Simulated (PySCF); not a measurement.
Calculation: PySCF with PBE-D3(BJ)/def2-TZVP // PBE0-D3(BJ)/def2-TZVP. All species are isolated molecules in the gas phase. One relaxed conformer stands for a flexible species; it need not be the lowest. 

Reference species (SMILES): `[Si](F)(F)(F)F` (neutral, multiplicity 1).

```
Quantity                    Value
----------------------  ---------
S1 oscillator strength      0.000
HOMO                    -10.59 eV
```

Changed species: `F[Si](F)(S)S` (S–Si–S–H torsion 49°, S–Si–S–H torsion 49°) (2 of 4 F replaced by SH; the reference has 0 of 4 F replaced by SH).

**Question.** Give the shifts of the S1 oscillator strength and HOMO.

**Answer.** the S1 oscillator strength stays essentially unchanged; the HOMO rises by 3.75 eV, to -6.84 eV.
